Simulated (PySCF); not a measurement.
How the method moves the HOMO and LUMO of 2,2,2-trifluoroethanethiol

Species: 2,2,2-trifluoroethanethiol, C2H3F3S.
Numbering: `[F:1][C:2]([F:3])([F:4])[CH2:5][SH:6]` (hydrogens: H7, H8 on C5; H9 on S6)

Cartesian coordinates in Å at the PBE0-D3(BJ)/def2-SVP level; atoms count from 1:
```
atom  x, y, z in Å
F1    -1.366    0.237    0.964
C2    -0.836   -0.376   -0.099
F3    -1.146   -1.674   -0.009
F4    -1.431    0.110   -1.184
C5     0.666   -0.207   -0.141
S6     1.222    1.510   -0.231
H7     1.094   -0.726    0.728
H8     1.038   -0.706   -1.046
H9     0.795    1.858    1.001
```

Basis pcSseg-2 throughout (PySCF), one geometry. Isolated species at its PBE0-D3(BJ)/def2-SVP geometry (one conformer only).

Question: How do the orbital energies, the gap and the dipole change with the method?

Answer: 
| method | kind | HOMO (eV) | LUMO (eV) | gap (eV) | μ (D) | SCF cycles |
| --- | --- | --- | --- | --- | --- | --- |
| BLYP | GGA | -6.10 | -0.94 | 5.16 | 1.63 | 14 |
| B97-D | GGA | -6.21 | -0.89 | 5.32 | 1.61 | 14 |
| OPBE | GGA | -6.21 | -0.85 | 5.36 | 1.56 | 14 |
| PBE | GGA | -6.24 | -1.00 | 5.24 | 1.61 | 14 |
| KT2 | GGA | -6.33 | -1.07 | 5.26 | 1.64 | 15 |
| BP86 | GGA | -6.33 | -1.01 | 5.32 | 1.61 | 14 |
| KT3 | GGA | -6.34 | -1.09 | 5.24 | 1.62 | 15 |
| LDA | LDA | -6.37 | -1.17 | 5.20 | 1.69 | 13 |
| B97-2 | global hybrid | -7.28 | -0.11 | 7.17 | 1.70 | 14 |
| B3LYP | global hybrid | -7.30 | -0.39 | 6.91 | 1.73 | 13 |
| PBE0 | global hybrid | -7.53 | -0.10 | 7.44 | 1.72 | 12 |
| mPW1PW91 | global hybrid | -7.56 | -0.10 | 7.46 | 1.72 | 12 |
| BHandHLYP | global hybrid | -8.71 | 0.63 | 9.34 | 1.84 | 12 |
| CAM-B3LYP | range-separated hybrid | -8.93 | 0.77 | 9.70 | 1.78 | 12 |
| wB97X-D | range-separated hybrid | -9.43 | 1.70 | 11.12 | 1.72 | 12 |
| LC-wPBE | range-separated hybrid | -10.34 | 2.01 | 12.35 | 1.76 | 13 |
| HF | Hartree–Fock | -10.51 | 2.53 | 13.04 | 1.91 | 10 |

The HOMO spans 4.41 eV, from BLYP down to HF, and the gap runs from 5.16 eV (BLYP) to 13.04 eV (HF). Over the methods BLYP (0 %), B97-D (0 %), OPBE (0 %), PBE (0 %), KT2 (0 %), BP86 (0 %), KT3 (0 %), LDA (0 %), B97-2 (21 %), B3LYP (20 %), PBE0 (25 %), mPW1PW91 (25 %), BHandHLYP (50 %), HF (100 %), a straight line through the gap against the share of exact exchange rises by 0.79 eV for each 10 % (correlation coefficient 0.999). The dipole ranges from 1.56 D (OPBE) to 1.91 D (HF). This basis has no diffuse functions.

The vertical ΔSCF ionisation energy at CAM-B3LYP/def2-SVPD is 10.11 eV; −ε(HOMO) comes closest to it with LC-wPBE (10.34 eV).
